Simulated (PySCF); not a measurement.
Shieldings and the share of exact exchange

Molecule: SMILES C=O, CH2O.

Atoms are numbered as in `[CH2:1]=[O:2]`. Hydrogens are named by the atom that carries them.

GIAO shieldings (ppm, equivalent atoms averaged) in PySCF 2.14.0 with density-fitted response routines on the PBE0-D3(BJ)/def2-SVP geometry, basis pcSseg-2, gas phase, non-relativistic:

| functional | exact exchange (%) | σ(C1) |
| --- | --- | --- |
| BLYP | 0 | -26.3 |
| BP86 | 0 | -23.4 |
| PBE | 0 | -24.6 |
| B3LYP | 20 | -22.6 |
| PBE0 | 25 | -19.3 |
| mPW1PW91 | 25 | -19.4 |
| HF | 100 | -2.4 |

(1) Fit each shielding as a line in the percentage of exact exchange.

(2) What does the line predict for BHandHLYP (50 %), and what does the run give?

Answers

(1) σ(C1) = -25.2 + 0.22 x (rms 1.1 ppm). The functionals also differ in their semilocal parts, which the line can't hold; Hartree–Fock has no correlation at all.

(2) σ(C1): -14.2 predicted, -16.2 computed ppm.
